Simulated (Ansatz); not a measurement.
`[BH2][AlH][CH3]` + SiH₄ → `[BH2][AlH][SiH3]` + CH₄ at 400 K and 1 bar (formal exchange of groups at the Al–C bond).

Gas-phase electronic energies from Ansatz, PBE0-D4/def2-TZVP geometries. CCSD(T)/CBS is the MP2 limit (def2-TZVPP, def2-QZVPP) plus CCSD(T) − MP2 in def2-TZVPP, frozen cores. This one scheme is used for every species.

| species | CCSD(T)/CBS energy (Eh) | H − E (kJ/mol) | S (J/(mol·K)) |
| --- | --- | --- | --- |
| `[BH2][AlH][CH3]` | -308.41798 | 189.7 | 351.8 |
| SiH₄ | -291.46306 | 96.9 | 218.6 |
| `[BH2][AlH][SiH3]` | -559.42478 | 164.0 | 377.2 |
| CH₄ | -40.46206 | 131.3 | 197.2 |

H − E and S are ideal-gas, rigid-rotor, harmonic terms from PBE0-D4/def2-TZVP, for one conformer and one mirror image of each species. 1 Eh = 2625.50 kJ/mol, R = 8.31446 J/(mol·K).

Question: By hand: ΔE, ΔH, ΔS and ΔG.

Answer: ΔE = (-559.42478) + (-40.46206) − (-308.41798) − (-291.46306) = -0.00580 Eh = -15.2 kJ/mol. Δ(H − E) = 164.0 + 131.3 − 189.7 − 96.9 = 8.7, so ΔH = -6.5 kJ/mol. ΔS = 377.2 + 197.2 − 351.8 − 218.6 = 4.0 J/(mol·K). ΔG = -6.5 − 400 × (4.0)/1000 = -8.1 kJ/mol.

Question: By hand: the equilibrium constant, and the temperature at which ΔG would vanish if ΔH and ΔS stayed fixed.

Answer: log₁₀ K = −ΔG/(RT ln 10) = 1.1. ΔH and −TΔS have one sign here, so there is no such temperature. One of them is within its doubt of zero, so this could turn.

The number of gas molecules stays the same, so ΔS is small and ΔH decides. A doubt of 5 kJ/mol in ΔE shifts log₁₀ K by 0.7 here. Other conformers and mirror images would add mixing entropy, several J/(mol·K) or more a flexible species. Modes under 60 cm⁻¹, often nearly free rotors, make the harmonic entropy too high. These are equilibria of isolated gas molecules and say nothing of rates. Largest T1 diagnostic: 0.013 (customary marks: 0.02 for closed shells, 0.045 for open ones).
